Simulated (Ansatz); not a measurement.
Which level was it?

The species is BNH3Cl (6 atoms), meant as a singlet with charge 0. SMILES: `NBCl`. The shape is that of a PBE0-D4/def2-TZVP optimisation.

```xyz
6

N    -0.3956   -0.0078   -0.6580
B     0.3696   -0.1589    0.4837
Cl    0.5299    1.1893    1.6160
H    -0.5118   -0.7493   -1.3266
H    -0.8786    0.8445   -0.8882
H     0.9288   -1.1819    0.7271
```

Orbital energies are those of the mean-field step.

A calculation with Ansatz 0.2.0 gave:

The total energy is -541.2372 Eh. The dipole moment is 2.81 D and the HOMO energy is -8.21 eV. The LUMO energy is 0.60 eV and the HOMO–LUMO gap is 8.81 eV. The largest force is 0.332 eV/Å.

Q: Which of these levels gave the numbers?
A. MP2/6-311G**
B. HF/def2-SVP
C. B3LYP/6-31G* (spherical functions)
D. PBE0/def2-SVP

A: D. The others give -540.2671 Eh (HF/def2-SVP), -540.9111 Eh (MP2/6-311G**), -541.6856 Eh (B3LYP/6-31G* (spherical functions)).
